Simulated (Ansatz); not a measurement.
**What each rung costs, and what it gives**

Saddle point of CH7FSi, singlet (SiH₃F ([F][SiH3]) + CH₄ → CH₆Si ([CH3][SiH3]) + HF; bonds formed: Si1–C7, F2–H6; bonds broken: Si1–F2, H6–C7), PBE0-D4/def2-TZVP structure:

```
10
angstrom
Si -0.5901 0.4041 -0.7440
F 1.2922 0.8953 -0.9086
H -0.4702 -0.2149 -2.0822
H -1.8484 -0.2201 -0.2152
H -0.8818 1.8495 -0.6280
H 1.0170 0.1785 0.0346
C 0.3497 -0.5593 0.8963
H -0.2642 -0.1215 1.6812
H 1.3703 -0.6395 1.3019
H 0.0255 -1.5722 0.6641
```

Barriers are electronic and count from the start structure reached by relaxing down the imaginary mode.

Computed with Ansatz 0.2.0 (basis: as named in each row); correlated methods freeze the cores. B3LYP uses VWN-RPA correlation. Extrapolation: Hartree–Fock as exp(−7.88 √X), correlation as X^−2.97.

Times are rough, for one single point on 2 threads of a shared host (Intel Xeon Platinum 8259CL).

The estimate by CCSD(T) at an estimated basis limit (MP2 extrapolated from triple and quadruple zeta, plus CCSD(T) − MP2 in triple zeta) is 3.091 eV.

| method | basis | time (s) | barrier (eV) | method less estimate |
| --- | --- | --- | --- | --- |
| HF | STO-3G | under 1 | 5.128 | 2.036 |
| SPW92 | def2-SVP | under 1 | 2.036 | -1.055 |
| PBE-D4 | STO-3G | under 1 | 2.885 | -0.206 |
| PBE-D4 | def2-SVP | 1 | 2.467 | -0.624 |
| PBE0-D4 | def2-SVP | 1 | 2.688 | -0.403 |
| B3LYP-D4 | 6-31G | 2 | 2.859 | -0.233 |
| SPW92 | def2-TZVPP | 2 | 2.161 | -0.930 |
| CCSD(T) | def2-SVP | 3 | 3.178 | 0.087 |
| BLYP-D4 | def2-TZVPP | 3 | 2.911 | -0.181 |
| PBE-D4 | def2-TZVPP | 3 | 2.590 | -0.501 |
| BHLYP-D4 | def2-TZVPP | 3 | 3.319 | 0.227 |
| B3LYP-D4 | def2-TZVPP | 4 | 3.057 | -0.034 |
| PBE0-D4 | def2-TZVPP | 4 | 2.810 | -0.282 |
| wB97M-V | def2-SVP | 4 | 2.820 | -0.272 |
| r2SCAN-D4 | def2-TZVPP | 4 | 2.823 | -0.268 |
| r2SCAN0-D4 | def2-TZVPP | 5 | 2.957 | -0.134 |
| CAM-B3LYP-D4 | def2-TZVPP | 5 | 3.079 | -0.013 |
| B2PLYP | def2-TZVPP | 6 | 3.133 | 0.041 |
| PBE-QIDH | def2-TZVPP | 6 | 2.991 | -0.100 |
| RPA on PBE | def2-TZVPP | 8 | 3.117 | 0.025 |
| B97M-V | def2-TZVPP | 8 | 3.063 | -0.029 |
| wB97M-V | def2-TZVPP | 9 | 2.956 | -0.136 |
| wB97X-V | def2-TZVPP | 13 | 3.014 | -0.077 |
| MP2 | def2-QZVPP | 25 | 3.037 | -0.054 |
| CCSD(T) | def2-TZVPP | 51 | 3.112 | 0.020 |

All methods are single points on the PBE0-D4 structures.

No T1 diagnostic of these runs exceeds 0.012.

Labels in which every atom is bracketed show which atoms are joined, not bond orders.
